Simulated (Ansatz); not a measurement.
# BN (boron nitride): USVWN5/6-31G

What is the energy change on altering one bond length of BN (boron nitride) at USVWN5/6-31G? 

The calculation is run with Ansatz 0.2.0.

69 further runs of the same task are left out: 69 set aside as unsound or not needed.

### 1 The system as given

BN has 2 atoms, charge 0, and is taken as a triplet. As SMILES, `B#N`. Geometry: relaxed at PBE0-D4/def2-TZVP.

Bond lengths: B1–N2 1.315 Å.

### 2 The energy at USVWN5/6-31G

File input.yaml:

```yaml
crystal:
  periodic: [false, false, false]
  atoms:
    - symbol: B
      position_ang: [-0.000000, -0.000000, -0.023520]
    - symbol: N
      position_ang: [0.000000, 0.000000, 1.291950]
basis:
  gaussian:
    orbitals: 6-31G
accuracy: high
hamiltonian:
  xc: {name: SVWN5}
magnetization:
  spin_polarized: true
  initial_magnetization: 2
```

Run with:

```console
$ ansatz run input.yaml --threads 1 --pin off --max-ram 3480MiB --events-out events.jsonl --progress --plain --runs-dir runs
```

The program printed:

```text
Warning: RAYON_NUM_THREADS=1 ignored (pool sized by the plan → 1); use --threads N
Functional definition: SVWN5
  name "SVWN5"
  exchange = slater_x
  correlation = vwn5_c
417 factors; integrals over basis functions are off by at most 3.2e-9 eV
mean field evaluation 1: about -2135.2602 eV, gradient 3.1e1 eV
mean field evaluation 2: about -2082.5920 eV, gradient 8.7e1 eV
mean field evaluation 4: about -2140.0759 eV, gradient 2.1e0 eV
mean field evaluation 8: about -2140.0992 eV, gradient 1.4e-1 eV
mean field evaluation 16: about -2140.0993 eV, gradient 1.9e-6 eV
mean field evaluation 32: about -2138.8180 eV, gradient 2.4e-1 eV
mean field -2140.09930993 eV, -78.6471990285 hartree, gradient 2.5e-9 eV, S^2 2.001644; 6 other end points of the search recorded, 0 dependent functions left out
reference -2140.09931155 eV, -78.6471990879 hartree; 7, 5 occupied and 11, 13 virtual orbitals, 417 factors
Total energy: -2140.09931155 eV, -78.6471990879 hartree
```

Run time: 0.52 s. Hardware: 1 thread of Intel Xeon 6975P-C (Granite Rapids), shared host.

### 3 The distorted shape, same level

File input.yaml:

```yaml
crystal:
  periodic: [false, false, false]
  atoms:
    - {symbol: B, position_ang: [-0.000000, -0.000000, -0.352350]}
    - {symbol: "N", position_ang: [0.000000, 0.000000, 1.291950]}
basis:
  gaussian: {orbitals: 6-31G}
magnetization: {spin_polarized: true, initial_magnetization: 2}
hamiltonian: {xc: {name: SVWN5}}
accuracy: high
```

Run with:

```console
$ ansatz run input.yaml --threads 1 --pin off --max-ram 3480MiB --events-out events.jsonl --progress --plain --runs-dir runs
```

The program printed:

```text
Warning: RAYON_NUM_THREADS=1 ignored (pool sized by the plan → 1); use --threads N
[... 4 set-up lines as earlier in the session ...]
419 factors; integrals over basis functions are off by at most 3.2e-9 eV
mean field evaluation 1: about -2132.6154 eV, gradient 3.3e1 eV
mean field evaluation 2: about -2042.4808 eV, gradient 9.7e1 eV
mean field evaluation 4: about -2138.3391 eV, gradient 1.0e1 eV
mean field evaluation 8: about -2138.9363 eV, gradient 9.3e-2 eV
mean field evaluation 16: about -2138.9364 eV, gradient 4.8e-6 eV
mean field evaluation 32: about -2138.9364 eV, gradient 2.7e-8 eV
mean field evaluation 64: about -2138.8974 eV, gradient 2.3e0 eV
mean field -2138.93642893 eV, -78.6044639401 hartree, gradient 7.8e-8 eV, S^2 2.005292; 6 other end points of the search recorded, 0 dependent functions left out
reference -2138.93643056 eV, -78.6044639999 hartree; 7, 5 occupied and 11, 13 virtual orbitals, 419 factors
Total energy: -2138.93643056 eV, -78.6044639999 hartree
```

Wall time 0.56 s (1 thread of Intel Xeon 6975P-C (Granite Rapids), shared host).

### 4 Results

At USVWN5/6-31G:

```
                                                         quantity         value
                                        first shape: total energy  -78.64720 Eh
                                                first shape: ⟨S²⟩         2.002
                                    distorted shape: total energy  -78.60446 Eh
                                            distorted shape: ⟨S²⟩         2.005
energy change with the B1–N2 bond stretched from 1.315 to 1.644 Å      1.163 eV
```

**Reading.** With the B1–N2 bond stretched from 1.315 to 1.644 Å the energy rises by 1.16 eV (112 kJ/mol). The first shape isn't relaxed at this level, so the change isn't measured from a minimum.
